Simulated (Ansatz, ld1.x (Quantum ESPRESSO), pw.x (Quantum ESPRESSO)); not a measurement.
# From atom to crystal: PAW potential for Mg

```
Element                 : magnesium (Mg)
Generator               : ld1.x (Quantum ESPRESSO) 7.5
Type                    : PAW
Functional              : PBEsol
Relativity              : scalar-relativistic
Frozen core             : [He]
Valence charge          : 10
Reference configuration : 2s2 2p6 3s2 3p0
Partial waves           : 2s (bound): rcut 1.05, rcutus 1.30 bohr; 3s (bound): rcut 1.05, rcutus 1.30 bohr; 2p (bound): rcut 1.05, rcutus 1.20 bohr; 3p (bound, empty): rcut 1.05, rcutus 1.20 bohr; 3d channel at -0.1 Ry: rcut 0.95, rcutus 1.10 bohr
Local potential         : all-electron potential smoothed inside 1.30 bohr (lloc = -1)
Core correction         : Bessel-smoothed model core, default radius (core density twice the valence density)
Augmentation charge     : BESSEL, radius 1.05 bohr
```

Atomic tests: cutoffs needed: 55 Ry and 100 Ry (the cutoffs (Ry, on a coarse ladder) from which the occupation-weighted sum of valence levels, in a spherical-Bessel basis at the reference potential, stays within 10 and 1 mRy of its value at 400 Ry); ghost test: no extra level below or beside the all-electron valence levels (s, p, d, f tested) (spherical-Bessel basis up to 400 Ry, 20 bohr box); configuration tests: 1 of 7 tests not solved or not reliable.

Crystal test: fcc Mg in pw.x 7.5, no spin, 13³ k-points, Fermi–Dirac smearing 0.01 Ry, cutoffs 120/900 Ry. The reference is all-electron LAPW (Ansatz 0.2.0) with the same functional, mesh and smearing; V0 and B0 come from Birch–Murnaghan fits to the pressures at five volumes. Errors are pseudo minus all-electron; Δ is the rms difference of the E(V) curves that follow from these fits, minima aligned, over ±6 % about the mean V0. Mesh and smearing are coarse, so the numbers serve the comparison and aren't converged zero-temperature values; the lattice is a test structure that the element need not adopt.

All-electron: a0 = 4.495 Å (V0 = 22.71 Å³/atom), B0 = 36.4 GPa.

Question: How far does the potential miss the all-electron equation of state?

Answer: converged, but broken (pressure over 100 GPa off). The pressure does not cross zero within the volumes sampled, so no fit is given. Atomic configuration tests: 1 of 7 tests not solved or not reliable. A pressure error of this size marks a broken potential; the numbers have no physical meaning.

```
V (Å³/atom)  P all-electron (GPa)  P pseudo (GPa)
     21.593                  2.02          149.50
     22.161                  0.93          147.10
     22.729                 -0.03          141.64
     23.297                 -0.89          139.47
     23.865                 -1.64          136.27
```

Question: At the middle volume, how do free energy and pressure move when the wave cutoff is lowered (ecutrho held at 900 Ry)?

Answer:

| cutoff (Ry) | shift of F (meV/atom) | shift of P (GPa) |
| --- | --- | --- |
| 54 | +334.6 | -5.74 |
| 72 | +96.0 | -1.84 |
| 96 | +6.1 | -0.31 |

The run at the middle volume (84 k-points, 8 iterations) took about 51 s on one core of a shared host (Neoverse-V2, 96 threads, 742 GiB, load 12).
